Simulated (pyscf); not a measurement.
Optimised with ωB97X-D3(BJ)/def2-SVP in PySCF.

Estimate the classical barrier height and the reaction energy of H₃Si–O–AsH₂ (SMILES [SiH3]O[AsH2]) + SiH₄ (SMILES [SiH4]) → H₃Si–O–AsH–SiH₃ (SMILES [SiH3]O[AsH][SiH3]) + H₂ (SMILES [H][H]) at ωB97M-D3(BJ)/def2-TZVP. The step runs on the singlet surface, breaks As–H, H–Si and forms As–Si, H–H; take the separated reactants as zero.

ΔE‡ = 260.7 kJ/mol, ΔE = +9.2 kJ/mol. Zero-point energy shifts the barrier by -3.4 kJ/mol. It is a four-centre exchange, with an imaginary mode of 1601i cm⁻¹. The same reactants have a lower exit, to AsH₃ + H₃Si–O–SiH₃ (barrier +121.5 kJ/mol at ωB97M-D3(BJ)/def2-TZVP, against +260.7 kJ/mol here). H₃Si–O–AsH₂ lies 44.7 kJ/mol over its isomer HO–SiH₂–AsH₂ (electronic energy, ωB97M-D3(BJ)/def2-TZVP). H₃Si–O–AsH–SiH₃ lies 136.0 kJ/mol over its isomer H₃Si–O–SiH₂–AsH₂ (electronic energy, ωB97M-D3(BJ)/def2-TZVP). This is the saddle that the search found; another between the same sides may lie lower. Elements up to Kr have no core potential and no relativistic terms here.
